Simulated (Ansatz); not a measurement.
fcc Ir: PBE at its full settings (plane-wave cutoff 520 eV, 24×24×24 k mesh, Fermi–Dirac smearing 0.05 eV, no spin polarisation, scalar-relativistic PAW data made under PBE) and at cheaper ones, in a cell of 1 atom with Γ-centred meshes.

| level and setting | equilibrium lattice constant a (Å) | bulk modulus B0 (GPa) |
|---|---|---|
| PBE (Ansatz) | 3.871 | 347 |
| PBE (300 eV cutoff) (Ansatz) | 3.868 | 360 |
| PBE (Γ point alone) (Ansatz) | 3.908 | 470 |
| PBE (2×2×2 k mesh) (Ansatz) | 4.142 | 226 |
| PBE (4×4×4 k mesh) (Ansatz) | ___ | 372 |
| PBE (6×6×6 k mesh) (Ansatz) | 3.873 | 347 |
| PBE (Fermi-Dirac smearing of 0.3 eV) (Ansatz) | 3.882 | 330 |

Q: Estimate the withheld entries.

A: 
- PBE (4×4×4 k mesh) (Ansatz, an electronic-structure program), equilibrium lattice constant a (Å): 3.836

Largest shifts from the full settings: lattice constant a +7.00 % (PBE (2×2×2 k mesh)), against a difference of +1.04 % of the full result from the reference 3.831 Å (measured, static lattice: zero-point anharmonic expansion removed; as tabulated in Mejia-Rodriguez and Trickey (2018), arXiv:1807.09216); bulk modulus +35 % (PBE (Γ point alone)), against a difference of -4.9 % of the full result from the reference 365 GPa (measured, corrected for temperature and zero-point phonon effects; as tabulated in Levämäki et al. (2014), arXiv:1402.3671).

The full settings aren't shown to be converged themselves.

Ansatz's density-functional and Hartree–Fock values are scalar-relativistic unless marked +SOC, with PAW data made under PBE.

Run with cheap settings on purpose, which may leave them unconverged: PBE (2×2×2 k mesh), PBE (300 eV cutoff), PBE (4×4×4 k mesh), PBE (6×6×6 k mesh), PBE (Fermi-Dirac smearing of 0.3 eV), PBE (Γ point alone).
